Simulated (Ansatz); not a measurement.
# AlCl2H: molecular dynamics

Purpose: to follow the molecule's vibrations and see whether its bonds hold. The start is relaxed first. Runs: 300 steps of 0.5 fs at constant energy, with velocities drawn for 400 K.

Program: Ansatz 0.2.0. Level of theory: RKS PBE0-D4/def2-mTZVP. These are calculated values, not measurements.

### 1 The starting structure

Bond lengths: Al1–H2 1.560 Å, Al1–Cl3 2.230 Å, Al1–Cl4 2.230 Å. Angles: H2–Al1–Cl3 120.0°, H2–Al1–Cl4 120.0°, Cl3–Al1–Cl4 120.0°.

Structure file:

```xyz
4

Al    0.0000    0.0000    0.0000
H     0.0000    0.0000    1.5600
Cl    1.9312    0.0000   -1.1150
Cl   -1.9312    0.0000   -1.1150
```

### 2 Preparing the start

input.yaml reads:

```yaml
crystal:
  periodic: [false, false, false]
  atoms:
    - { symbol: Al, position_ang: [0.0, 0.0, 0.0] }
    - { symbol: H, position_ang: [0.0, 0.0, 1.56] }
    - { symbol: Cl, position_ang: [1.9312, 0.0, -1.115] }
    - { symbol: Cl, position_ang: [-1.9312, 0.0, -1.115] }
basis:
  gaussian: { orbitals: def2-mTZVP }
hamiltonian:
  xc: pbe0
  dispersion: d4
relax:
  f_tol: 0.02
  max_steps: 40
output:
  orbitals: {}
```

Run with:

```console
> ansatz run input.yaml --threads 1 --pin off --max-ram 2048MiB --backend cpu --events-out ev --progress --plain --runs-dir out
```

After this run come: Dynamics.

**Question.** What will these runs give? Wanted: relaxation of the start; temperature, first and last step; temperature, second half; potential energy, second half; largest change of the total energy; bonds formed or broken.

The runs gave:

```
                          quantity                         value
           relaxation of the start       3 moves, 0.296 eV lower
                            length           300 steps of 0.5 fs
  temperature, first and last step                 400 and 151 K
          temperature, second half  mean 223 K, from 83 to 372 K
     potential energy, second half   +11 meV/atom from the start
largest change of the total energy                 0.05 meV/atom
            bonds formed or broken                             0
```

In words: The temperature starts at 400 K and averages 223 K in the second half, where it ranges from 83 to 372 K. About half is expected from a start at a minimum: kinetic energy passes into potential energy until both shares match. The total energy strays from its start by at most 0.05 meV/atom, 0.4 % of the mean kinetic energy, which is good for a step of 0.5 fs. No bond forms or breaks. A run of 150 fs with 4 atoms shows the motion but fixes no equilibrium value. The nuclei move classically, without zero-point motion, which matters most for hydrogen.
